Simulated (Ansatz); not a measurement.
`FBS` and `FB[SiH3]` differ in one atom or group.

Ansatz, PBE0-D4/def2-TZVP geometries, multiplicity 1. Each molecule was computed in one conformer, which needn't be the lowest.

```
                                          property  `FBS`
    size of the dipole moment (PBE/def2-TZVPP) / D   1.47
                 LUMO energy (PBE/def2-TZVPP) / eV  -1.66
             HOMO–LUMO gap (B3LYP/def2-TZVPP) / eV   7.19
           HOMO–LUMO gap (ωB97M-V/def2-TZVPP) / eV  11.86
  size of the dipole moment (B3LYP/def2-TZVPP) / D   1.57
size of the dipole moment (ωB97M-V/def2-TZVPP) / D   1.53
```

What does the change do to each property? (Estimate.)

Computed: 
```
                                          property  `FB[SiH3]`  shift
    size of the dipole moment (PBE/def2-TZVPP) / D        0.42  -1.05
                 LUMO energy (PBE/def2-TZVPP) / eV       -2.74  -1.08
             HOMO–LUMO gap (B3LYP/def2-TZVPP) / eV        6.04  -1.15
           HOMO–LUMO gap (ωB97M-V/def2-TZVPP) / eV       10.63  -1.23
  size of the dipole moment (B3LYP/def2-TZVPP) / D        0.53  -1.04
size of the dipole moment (ωB97M-V/def2-TZVPP) / D        0.49  -1.04
```

With PBE0 the HOMO rises by 0.17 eV and the LUMO falls by 1.06 eV, so the gap narrows by about 1.23 eV. PBE moves the HOMO by 0.27 eV and ωB97M-V by 0.17 eV. The zero-point energy changes by 36.4 kJ/mol with +6 modes. Dipoles are sizes alone; their direction can turn.

B3LYP here is the variant with VWN-RPA as its local correlation; programs differ in this.
